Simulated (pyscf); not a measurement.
Structures and frequencies: ωB97X-D3(BJ)/def2-SVP in PySCF.

### Question
What is the homolytic dissociation enthalpy (298 K, ωB97M-D3(BJ)/def2-TZVP) of the S–W bond of F–W(F)(=S)(SH)–SH, to [F–W(F)(=S)–SH]• + SH•?

### Answer
S–W to [F–W(F)(=S)–SH]• + SH•: 54.9 kcal/mol. The 7 functionals that were run give +54.2 (M06-2X) to +63.0 kcal/mol (ωB97X-D3(BJ)). The radicals are drawn with the spin at the cut bond; how far it spreads was not checked. Other isomers of [F–W(F)(=S)–SH]• were not searched in full and may lie lower. Left out: the spin-orbit lowering of SH. Open-shell species with a d-block atom are single-reference here; other states, and whether the spin sits on metal or ligand, were not checked. Elements past Kr carry the def2 core potentials, without spin-orbit coupling.
